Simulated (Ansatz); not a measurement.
Two structures, one formula

The two ends of one reaction step of AlNH6, singlet (PBE0-D4/def2-TZVP).

A:

| atom | x (Å) | y (Å) | z (Å) |
| --- | --- | --- | --- |
| Al1 | -0.6782 | -0.4778 | -0.1706 |
| H2 | 0.0620 | 1.7118 | -1.5437 |
| H3 | -0.4424 | -1.2468 | -1.5346 |
| H4 | -1.9901 | 0.3424 | 0.1667 |
| H5 | 0.5845 | 1.6501 | -1.0092 |
| N6 | 0.5550 | -0.6256 | 1.0894 |
| H7 | 1.4119 | -1.1467 | 0.9982 |
| H8 | 0.4972 | -0.2075 | 2.0037 |

B:

```tsv
atom	x (Å)	y (Å)	z (Å)
Al1	-0.7732	0.0369	-0.7391
H2	-0.0908	1.0512	-1.7762
H3	-0.8184	-1.5140	-1.1427
H4	-1.9695	0.6006	0.1672
H5	0.8940	0.8868	1.0711
N6	0.7156	-0.0343	0.6840
H7	1.5837	-0.3783	0.2863
H8	0.4585	-0.6492	1.4493
```

Program: Ansatz 0.2.0. Basis: def2-TZVPP. Cores are frozen in the correlated methods. B3LYP uses VWN-RPA correlation.

Task: Which structure is lower at CCSD(T), and by how much? (An estimate is asked for; the value comes from the calculation.)

Result: The calculation gives: B, by 10.28 kcal/mol (electronic energy, against the other). By their contacts, A is a complex of AlNH₄ ([NH2][AlH2]) + H₂ and B is AlNH₆ ([NH3][AlH3]).

All methods give the same order:

| method | E(B) − E(A) (kcal/mol) |
| --- | --- |
| SPW92 | -12.84 |
| PBE-D4 | -9.60 |
| BLYP-D4 | -6.99 |
| r2SCAN-D4 | -10.09 |
| B97M-V | -13.32 |
| PBE0-D4 | -11.52 |
| B3LYP-D4 | -8.85 |
| r2SCAN0-D4 | -11.34 |
| BHLYP-D4 | -10.91 |
| CAM-B3LYP-D4 | -10.03 |
| wB97X-V | -10.75 |
| wB97M-V | -9.73 |
| B2PLYP | -8.91 |
| PBE-QIDH | -11.58 |
| RPA on PBE | -10.05 |
| HF | -12.14 |
| MP2 | -8.72 |
| CCSD | -10.72 |
| CCSD(T) | -10.28 |

No T1 diagnostic of these runs exceeds 0.011.

Labels in which every atom is bracketed show which atoms are joined, not bond orders.

For scale, one of the runs: CCSD(T)/def2-TZVPP, 157 basis functions, launched by `ansatz run in.yaml --threads 2 --pin off --events-out ev --progress --plain --max-ram 4352MiB`. Hardware: 2 CPU threads of an Intel Xeon 6975P-C, shared host. Wall time 4.8 s; peak host memory 1.2 GiB.
